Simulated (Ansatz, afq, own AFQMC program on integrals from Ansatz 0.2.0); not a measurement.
## CO, triplet in 6-31G, levels against full CI

```xyz
2

O     0.0000    0.0000    0.0000
C     0.0000    0.0000    1.2890
```

Basis 6-31G. Only valence electrons are correlated. Ansatz 0.2.0 and our own AFQMC program on the same integrals; the CISD trial comes from CCSD amplitudes, and released means the phaseless constraint is let go. Uncertainties: one standard error, sampling alone.

Determinant: UHF, the one that the program's search chose, which needn't be the lowest solution. The geometry is a point of a scan.

Full CI on the same integrals is exact in this basis and with this determinant's frozen core.

Cautions: lower spins were not checked; strong correlation (T1 0.087, weight of the determinant 0.76, largest double 0.16); unrestricted determinant spin contaminated (⟨S²⟩ 2.50 against 2.00); the released energies have errors that jump between times, so the bars are unsure, so no released level is given (meV from the phaseless value at times in 1/Eh: -21 ± 3 at 0.24, -32 ± 3 at 0.51, 216 ± 258 at 0.99, -18 ± 32 at 1.62, -54 ± 6 at 2.40).

The T1 diagnostic is 0.0874. The weight of the determinant in the CISD state is 0.758, the ⟨S²⟩ of the determinant is 2.496 and the size of the correlated space is 10 electrons in 16 orbitals.

```json
{"level": "MP2", "correlation energy (eV)": "-3.9305"}
{"level": "CCSD", "correlation energy (eV)": "-4.9955"}
{"level": "CCSD(T)", "correlation energy (eV)": "-5.1278"}
```

Estimate where phaseless AFQMC with a CISD trial lies against CCSD(T) on the same integrals.

45.6 ± 3.1 meV below CCSD(T).

Reference: full CI, correlation energy -5.212 eV. The cautions show a poor starting determinant, so the rows tell how each method copes with it here, and full CI is the sure value.

| level | E − E(reference) (meV) | share of correlation (%) |
| --- | --- | --- |
| CCSD(T) | 84.3 | 98.38 |
| ph-AFQMC/HF | -95.7 ± 23.0 | 101.84 |
| ph-AFQMC/CISD | 38.7 ± 3.1 | 99.26 |
